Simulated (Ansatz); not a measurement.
Rutile PbO2

All values below come from PBEsol+SOC (PAW; Ansatz, a first-principles code).

Run with plane-wave cutoff 520 eV, 12×12×16 k mesh (along the axes of the cell as run), Fermi–Dirac smearing 0.05 eV, PAW data made under PBE.

Cell (measured lattice):

Space group P4₂/mnm (No. 136); a = 4.9578 Å, b = 4.9578 Å, c = 3.3878 Å, α = 90.00°, β = 90.00°, γ = 90.00°

| atom | site | symmetry | x | y | z |
|---|---|---|---|---|---|
| Pb | 2a | m.mm | 0.0000 | 0.0000 | 0.0000 |
| O | 4f | m.2m | 0.3071 | 0.3071 | 0.0000 |

* **smallest direct gap on the k points sampled**: 0.04 eV (under three smearing widths, so not firm)

Note: cell and atoms aren't relaxed at this level (pressure 2.9 GPa).

Static lattice: no zero-point or thermal effects.

The result took around 2.9 core-minutes (rough).
